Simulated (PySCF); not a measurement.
Bond stretch in SiO, singlet.

Method: CCSD(T) on UHF/6-31G, 6 core orbitals frozen in PySCF.

Problem. Relative to R = 1.58 Å, what are the energies at R = 1.12, 1.42, 1.67, 2.28 Å?

Solution. 1318.3 kJ/mol at 1.12 Å, 105.6 kJ/mol at 1.42 Å, 11.7 kJ/mol at 1.67 Å, 306.7 kJ/mol at 2.28 Å.

The unrestricted solution behind UCCSD(T) changes between 2.06 and 2.28 Å and between 2.28 and 2.50 Å, which can leave a kink. The unrestricted determinant behind UCCSD(T) is spin-contaminated at 1.67 to 5.99 Å (<S²> up to 2.0, against 0.00 for a pure singlet).
